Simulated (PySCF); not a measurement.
**Frontier orbitals and the lowest excitations**

Species: C5H9P.
Cartesian coordinates in Å at the GFN2-xTB level; atoms count from 1:
```xyz
15
C5H9P angstrom
C      2.6571   -0.3083   -0.3266
C      1.5171    0.2942   -0.0229
C      0.2323   -0.0074   -0.6523
P     -0.7747    1.4041   -1.3739
C     -1.0606    0.2677    0.0655
C     -2.1629   -0.7570   -0.0297
H      3.5806   -0.0534    0.1631
H      2.7057   -1.0813   -1.0751
H      1.4970    1.0721    0.7312
H      0.2364   -0.8870   -1.2906
H     -0.1451    2.3936   -0.6058
H     -0.9689    0.7216    1.0482
H     -2.2458   -1.1344   -1.0478
H     -3.1187   -0.3207    0.2546
H     -1.9539   -1.5959    0.6345
```

Method: PySCF, TDDFT PBE0/def2-SVPD, vertical, gas phase, core orbitals frozen in the response.

Kohn–Sham orbitals with the atoms that hold most of them (Löwdin shares over 4%, at most four atoms; ? is withheld):

```json
{"orbital": "HOMO-3", "ε (eV)": "-9.55", "atoms": "C3 23%, C2 16%, C5 13%, P4 11%"}
{"orbital": "HOMO-2", "ε (eV)": "-8.58", "atoms": "P4 35%, C2 13%, H11 12%, C3 10%"}
{"orbital": "HOMO-1", "ε (eV)": "-7.52", "atoms": "P4 45%, C5 26%, C3 10%, H11 4%"}
{"orbital": "HOMO", "ε (eV)": "-6.69", "atoms": "?"}
{"orbital": "LUMO", "ε (eV)": "?", "atoms": "?"}
{"orbital": "LUMO+1", "ε (eV)": "0.47", "atoms": "P4 27%, C5 15%, H11 13%, H12 10%"}
{"orbital": "LUMO+2", "ε (eV)": "0.82", "atoms": "P4 19%, C2 13%, C1 13%, C3 10%"}
```

Give the leading atoms of the HOMO.

C1 (bonded to C and 2 H) 26%; P4 (bonded to 2 C and H) 25%; C2 (bonded to 2 C and H) 19%; C3 (bonded to 2 C, P and H) 13%. By element: carbon 58% or more, phosphorus 25%.

Which atoms hold the LUMO, and with what shares?

P4 (bonded to 2 C and H) 29%; C1 (bonded to C and 2 H) 21%; C2 (bonded to 2 C and H) 18%; C3 (bonded to 2 C, P and H) 10%. By element: carbon 50% or more, phosphorus 29%.

What is the LUMO energy, and the HOMO–LUMO gap?

ε(LUMO) = -0.22 eV; the gap is 6.47 eV (0.2376 hartree).

The HOMO–LUMO gap is 6.47 eV. Where does the response calculation put the lowest singlet, and from which orbitals?

S1 is at 5.79 eV (f = 0.252), 0.68 eV below the gap, made of HOMO→LUMO (63%), HOMO→LUMO+1 (30%). 

Next come S2 at 6.05 eV (f 0.156), HOMO→LUMO+1 (64%), HOMO→LUMO (21%); S3 at 6.16 eV (f 0.018), HOMO-1→LUMO (88%); S4 at 6.52 eV (f 0.188), HOMO→LUMO+2 (85%); S5 at 6.77 eV (f 0.0061), HOMO→LUMO+3 (52%), HOMO-1→LUMO+1 (30%).

On Arm Neoverse V1, one thread, shared host with 32 logical CPUs at a one-minute load of 16, this took 33 s and 0.78 GiB of memory at its peak.

One conformer stands for the species.
